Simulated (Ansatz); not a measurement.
# PHS (singlet): from Hartree-Fock to the top rungs at distance P1–S2 = 1.571 Å, cc-pVDZ

One table from this session's results is given with a row withheld; the runs are named, their logs left out.

Computed with Ansatz 0.2.0, Gaussian basis. Level: cc-pVDZ, core rule «outside noble gas», up to 10 orbitals frozen.

To be run: UHF; CCSD(T) on RHF; CCSD(T) on UHF; BCCD(T) on RHF; CISD; CCSDT(Q) on RHF; CCSDT(Q) on UHF; CASSCF and MRCISD+Q, 2 electrons in 2 orbitals; CASSCF and NEVPT2, 2 electrons in 2 orbitals; CASSCF and MRCISD+Q, 12 electrons in 9 orbitals; CASSCF and NEVPT2, 12 electrons in 9 orbitals.

30 further runs of the same task are left out: 2 for a mislabelled method, 2 for a known fault of the program, 22 that didn't finish, 4 set aside as unsound or not needed.

## What is computed

The geometry derives from a PBE0/def2-TZVP stationary point (not a proven minimum). One bond is set to the value named and the two fragments are kept rigid.

3 atoms, charge 0, spin multiplicity 1.

Atoms are counted from 1 here; the program's logs count them from 0.

Bond lengths: P1–S2 1.571 Å, S2–H3 1.372 Å. Angles: P1–S2–H3 106.9°.

The first run:

File in.yaml:

```yaml
crystal:
  periodic: [false, false, false]
  atoms:
    - {symbol: P, position_ang: [0.000000, 0.026166, 0.817369]}
    - {symbol: S, position_ang: [0.000000, -0.063761, -0.751055]}
    - {symbol: H, position_ang: [0.000000, 1.224327, -1.224710]}
basis:
  gaussian: {orbitals: cc-pVDZ}
magnetization: {spin_polarized: true, initial_magnetization: 0}
hamiltonian: {xc: hf}
output: {orbitals: {seedname: orbitals}}
```

Started as:

```console
$ ansatz run in.yaml --threads 1 --pin off --events-out ev --progress --plain --max-ram 2393MiB
```

Steps of the session up to this table: UHF; CCSD(T) on RHF; CCSD(T) on UHF; BCCD(T) on RHF; CISD; CCSDT(Q) on RHF; CCSDT(Q) on UHF; CASSCF and MRCISD+Q, 2 electrons in 2 orbitals; CASSCF and NEVPT2, 2 electrons in 2 orbitals; CASSCF and MRCISD+Q, 12 electrons in 9 orbitals; CASSCF and NEVPT2, 12 electrons in 9 orbitals.

One of the session's tables, all rows but one given; the rest of the session is left out.

```
          method  from RCCSDT(Q) (meV)
             RHF               +7380.4
             UHF                     ?
            RMP2               +1067.3
            CISD                +892.3
           RCCSD                +275.7
        RCCSD(T)                 +41.0
         BCCD(T)                 +40.1
          RCCSDT                 +19.5
       RCCSDT(Q)                     0
     CASSCF pair               +6950.6
     MRCISD pair                +794.4
   MRCISD+Q pair                 +90.6
  CASSCF valence               +5841.8
  NEVPT2 valence               +1294.9
  MRCISD valence                +532.0
MRCISD+Q valence                 +41.3
```

Estimate the missing values for UHF.

The run gave: from RCCSDT(Q) (meV): +7351.7. In the column «from RCCSDT(Q) (meV)» it lies between CASSCF pair (+6950.6) and RHF (+7380.4).

Not comparable, so not listed: CCSD(T) on UHF; CASSCF and NEVPT2, 2 electrons in 2 orbitals (they don't share determinant, frozen orbitals or solution with the rows shown, or repeat one).

To keep in mind: Warnings: restricted reference is unstable; spin contamination. Warnings in the runs' records: passed over end.
